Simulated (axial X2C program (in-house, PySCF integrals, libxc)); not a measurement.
**A two-component session on AlB⁺: EOM-EA-CCSD levels**

Aim: EOM-EA-CCSD levels of AlB⁺, with spin–orbit coupling in the Hamiltonian from the start.

Method: two-component X2C with atomic mean-field terms, Al dyall-av3z, B dyall-av3z; program: an in-house X2C program for linear molecules on PySCF integrals.

All values are calculated.

## 1. The job

Contents of task.json:

```json
{"zs": [13, 5], "q": 1, "bas": ["dyall-av3z", "dyall-av3z"], "r0": 2.11, "eom": "ea", "thr": -2.0, "nmax": 92, "grid": [1, 0.96, 1.045, 0.92, 1.09, 1.15]}
```

Keys: zs atomic numbers; q charge; bas basis sets; r0 starting distance in Å; eom kind of EOM run; thr threshold in hartree for freezing inner shells (an s shell follows its p shell); nmax most natural virtual spinors; grid distances as factors.

The run is started by

```sh
> python soeom.py task.json out
```

Further steps of the session: EOM-EA-CCSD at 2.327 Å.

Q: Predict the outcome of this session. Wanted: next root led by one particle; T1 of the reference.

**Answer**, as computed:

| quantity | value |
| --- | --- |
| lowest root at 2.327 Å | Ω = 1/2, 13.830 eV |
| next root led by one particle | Ω = 1/2, about 1400 cm⁻¹ higher |
| T1 of the reference | 0.025 |

In words: The added electron is bound by 13.83 eV in a spinor of 49% B pσ, 28% Al pσ, 13% Al sσ. Errors of 0.1 to 0.3 eV are usual at this size, and roots led by higher excitations are left out, so the list is incomplete, and low states of that kind can be missing. T1 or the largest double amplitude of the reference is raised, which lowers the reliability.
